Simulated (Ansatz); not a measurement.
Calculated with Ansatz (gas phase, PBE0-D4/def2-TZVP geometries, no zero-point term in ΔE). CCSD(T)/CBS is the MP2 limit (def2-TZVPP, def2-QZVPP) plus CCSD(T) − MP2 in def2-TZVPP, frozen cores. This one scheme is used for every species. Functionals use def2-TZVPP. B3LYP here is the variant with VWN-RPA as its local correlation; programs differ in this. One conformer a species, not always the lowest.

`CC(N)(O)C=S` + H–F → `NC(O)(F)C=S` + CH₄  (substitution at a C–C bond)

`CC(N)(O)C=S`:

Cartesian coordinates in Å:
```
C -0.458 1.035 -0.822
C -0.003 0.010 0.214
N 1.375 0.275 0.557
O -0.867 0.058 1.315
C -0.001 -1.354 -0.442
S -0.867 -2.612 0.051
H -0.446 2.022 -0.353
H -1.479 0.821 -1.136
H 0.203 1.045 -1.689
H 1.643 -0.293 1.352
H 1.476 1.246 0.829
H -1.248 -0.832 1.420
H 0.672 -1.422 -1.297
```

H–F:

Cartesian coordinates in Å:
```
F 0.340 -0.198 -0.239
H -0.340 0.198 0.239
```

`NC(O)(F)C=S`:

Z-matrix (Å, degrees):
```
C
O 1 1.382
F 1 1.387 2 107.8
N 1 1.406 2 107.4 3 -121.8
C 1 1.521 2 110.0 3 119.1
H 2 0.963 1 107.7 3 -49.9
H 4 1.012 1 110.5 2 48.7
H 4 1.010 1 111.3 2 171.9
S 5 1.599 1 127.1 2 -123.3
H 5 1.091 1 110.7 2 56.1
```

CH₄:

Z-matrix (Å, degrees):
```
C
H 1 1.090
H 1 1.090 2 109.5
H 1 1.090 2 109.5 3 -120.0
H 1 1.090 2 109.5 3 120.0
```

```json
{"level": "PBE-D4", "ΔE (kJ/mol)": "8.9", "difference from CCSD(T)/CBS": "-13.0"}
{"level": "r2SCAN-D4", "ΔE (kJ/mol)": "1.0", "difference from CCSD(T)/CBS": "-20.9"}
{"level": "PBE0-D4", "ΔE (kJ/mol)": "12.1", "difference from CCSD(T)/CBS": "-9.8"}
{"level": "B3LYP-D4", "ΔE (kJ/mol)": "3.7", "difference from CCSD(T)/CBS": "-18.2"}
{"level": "ωB97X-V", "ΔE (kJ/mol)": "3.5", "difference from CCSD(T)/CBS": "-18.4"}
{"level": "ωB97M-V", "ΔE (kJ/mol)": "5.3", "difference from CCSD(T)/CBS": "-16.6"}
{"level": "B2PLYP", "ΔE (kJ/mol)": "4.6", "difference from CCSD(T)/CBS": "-17.3"}
{"level": "PBE0", "ΔE (kJ/mol)": "6.7", "difference from CCSD(T)/CBS": "-15.2"}
{"level": "SCS-MP2/def2-TZVPP", "ΔE (kJ/mol)": "16.6", "difference from CCSD(T)/CBS": "-5.3"}
{"level": "CCSD/def2-TZVPP", "ΔE (kJ/mol)": "12.9", "difference from CCSD(T)/CBS": "-9.0"}
{"level": "HF/def2-QZVPP", "ΔE (kJ/mol)": "-13.2", "difference from CCSD(T)/CBS": "-35.1"}
{"level": "MP2/def2-QZVPP", "ΔE (kJ/mol)": "30.7", "difference from CCSD(T)/CBS": "8.8"}
{"level": "SCS-MP2/def2-QZVPP", "ΔE (kJ/mol)": "20.3", "difference from CCSD(T)/CBS": "-1.6"}
{"level": "HF/CBS(def2)", "ΔE (kJ/mol)": "-13.0", "difference from CCSD(T)/CBS": "-34.9"}
{"level": "MP2/CBS(def2)", "ΔE (kJ/mol)": "32.7", "difference from CCSD(T)/CBS": "10.8"}
{"level": "CCSD/CBS(def2)", "ΔE (kJ/mol)": "18.4", "difference from CCSD(T)/CBS": "-3.5"}
{"level": "CCSD(T)/CBS", "ΔE (kJ/mol)": "21.9", "difference from CCSD(T)/CBS": "0"}
```

Largest T1 diagnostic among the species: 0.014.

The D4 term adds +9.9 kJ/mol with B3LYP and +5.4 kJ/mol with PBE0; it sums over pairs of atoms, weighted by their polarisabilities, and B3LYP, whose exchange is more repulsive, gets the larger term. In def2-TZVPP, CCSD(T) changes the Hartree–Fock value by +30.5 kJ/mol (the triples alone add +3.5 kJ/mol) and MP2 by +41.3 kJ/mol.
